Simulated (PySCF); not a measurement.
C2H2O2, triplet, geometry from GFN2-xTB of the parent state (a higher spin typed on purpose: for a closed-shell molecule this is an excited state); PBE/STO-3G (PySCF).

Here is a job for PySCF.
```python
from pyscf import gto, scf, dft

mol = gto.Mole()
mol.atom = '''
    C     0.020264    0.758340    0.007480
    C    -0.020264   -0.758340   -0.007480
    O     1.039602    1.385374    0.031588
    H    -0.979080    1.228412   -0.005972
    O    -1.039602   -1.385374   -0.031588
    H     0.979080   -1.228412    0.005972
'''
mol.basis = 'sto-3g'
mol.charge = 0
mol.spin = 2
mol.verbose = 4
mol.build()

mf = dft.UKS(mol)
mf.xc = 'pbe'
mf.kernel()
mf.analyze()
```

Output, abridged:

```
PySCF version 2.14.0

[INPUT] verbose = 4
[INPUT] num. atoms = 6
[INPUT] num. electrons = 30
[INPUT] charge = 0
[INPUT] spin (= nelec alpha-beta = 2S) = 2
[INPUT] symmetry False subgroup None
[INPUT] Mole.unit = angstrom
[INPUT] Symbol           X                Y                Z      unit          X                Y                Z       unit  Magmom
[...]
nuclear repulsion = 102.226827694135
number of shells = 14
number of NR pGTOs = 66
number of NR cGTOs = 22
basis = sto-3g
ecp = {}

******** <class 'pyscf.dft.uks.UKS'> ********
method = UKS
initial guess = minao
damping factor = 0
level_shift factor = 0
DIIS = <class 'pyscf.scf.diis.CDIIS'>
diis_start_cycle = 1
diis_space = 8
diis_damp = 0
SCF conv_tol = 1e-09
SCF conv_tol_grad = None
SCF max_cycles = 50
direct_scf = True
direct_scf_tol = 1e-13
number electrons alpha = 16  beta = 14
XC library pyscf.dft.libxc version 7.1.2
    S. Lehtola, C. Steigemann, M. J. T. Oliveira, and M. A. L. Marques,  SoftwareX 7, 1–5 (2018)
XC functionals = pbe
    J. P. Perdew, K. Burke, and M. Ernzerhof,  Phys. Rev. Lett. 77, 3865 (1996)
    J. P. Perdew, K. Burke, and M. Ernzerhof,  Phys. Rev. Lett. 78, 1396 (1997)
    J. P. Perdew, K. Burke, and M. Ernzerhof,  Phys. Rev. Lett. 77, 3865 (1996)
    J. P. Perdew, K. Burke, and M. Ernzerhof,  Phys. Rev. Lett. 78, 1396 (1997)
radial grids:
    Treutler-Ahlrichs [JCP 102, 346 (1995); DOI:10.1063/1.469408] (M4) radial grids

becke partition: Becke, JCP 88, 2547 (1988); DOI:10.1063/1.454033
pruning grids: <function nwchem_prune>
grids dens level: 3
symmetrized grids: False
atomic radii adjust function: <function treutler_atomic_radii_adjust>
small_rho_cutoff = 0
Set gradient conv threshold to 3.16228e-05
tot grids = 76016
init E= -225.173231469612

cycle= 1 E= -224.280794500734  delta_E= 0.892  |g|= 0.504  |ddm|= 2.57

cycle= 2 E= -223.474507006899  delta_E= 0.806  |g|= 1.34  |ddm|= 2.04

cycle= 3 E= -224.444444964295  delta_E= -0.97  |g|= 0.0845  |ddm|= 1.43

cycle= 4 E= -224.448931696988  delta_E= -0.00449  |g|= 0.0171  |ddm|= 0.124

cycle= 5 E= -224.449121580921  delta_E= -0.00019  |g|= 0.00368  |ddm|= 0.0266

cycle= 6 E= -224.449131341303  delta_E= -9.76e-06  |g|= 0.000299  |ddm|= 0.00653

cycle= 7 E= -224.449131411774  delta_E= -7.05e-08  |g|= 2.13e-05  |ddm|= 0.000503

cycle= 8 E= -224.449131412374  delta_E= -5.99e-10  |g|= 3.62e-06  |ddm|= 6.14e-05

Extra cycle  E= -224.449131412387  delta_E= -1.34e-11  |g|= 3.15e-06  |ddm|= 1.1e-05
converged SCF energy = -224.449131412387  <S^2> = 2.0028389  2S+1 = 3.001892
**** SCF Summaries ****
Total Energy =                        -224.449131412386976
Nuclear Repulsion Energy =             102.226827694134968
One-electron Energy =                 -510.016912430608443
Two-electron Energy =                  183.340953324086513
Two-electron Coulomb Energy =          211.869092782315079
DFT Exchange-Correlation Energy =      -28.528139458228566
**** MO energy ****
                             alpha | beta                alpha | beta
[...]
To work with the spin densities directly, `use mulliken_meta_spin()` only printing them here.

 ** Mulliken spin pop alpha/beta on meta-lowdin orthogonal AOs **
 ** Mulliken Spin Density (per AO)  **
spin_pop of  0 C 1s       -0.00000
spin_pop of  0 C 2s        0.00811
spin_pop of  0 C 2px      -0.00909
spin_pop of  0 C 2py       0.03145
spin_pop of  0 C 2pz       0.18741
spin_pop of  1 C 1s       -0.00000
spin_pop of  1 C 2s        0.00811
spin_pop of  1 C 2px      -0.00909
spin_pop of  1 C 2py       0.03145
spin_pop of  1 C 2pz       0.18741
spin_pop of  2 O 1s       -0.00000
spin_pop of  2 O 2s        0.00626
spin_pop of  2 O 2px       0.08035
spin_pop of  2 O 2py       0.32183
spin_pop of  2 O 2pz       0.31238
spin_pop of  3 H 1s        0.06129
spin_pop of  4 O 1s       -0.00000
spin_pop of  4 O 2s        0.00626
spin_pop of  4 O 2px       0.08035
spin_pop of  4 O 2py       0.32183
spin_pop of  4 O 2pz       0.31238
spin_pop of  5 H 1s        0.06129
 ** Mulliken Spin Density (per atom)  **
spin density of  0 C =      0.21788
spin density of  1 C =      0.21788
spin density of  2 O =      0.72083
spin density of  3 H =      0.06129
spin density of  4 O =      0.72082
spin density of  5 H =      0.06129
 ** Mulliken pop alpha/beta on meta-lowdin orthogonal AOs **
 ** Mulliken pop       alpha | beta **
[...]
In total            16.00000 | 14.00000
 ** Mulliken atomic charges   ( Nelec_alpha | Nelec_beta ) **
charge of  0C =     -0.03848  (     3.12818      2.91030 )
charge of  1C =     -0.03848  (     3.12818      2.91030 )
charge of  2O =     -0.02509  (     4.37296      3.65213 )
charge of  3H =      0.06356  (     0.49886      0.43757 )
charge of  4O =     -0.02509  (     4.37296      3.65213 )
charge of  5H =      0.06356  (     0.49886      0.43757 )
Dipole moment(X, Y, Z, Debye):  0.00000,  0.00001,  0.00000
```
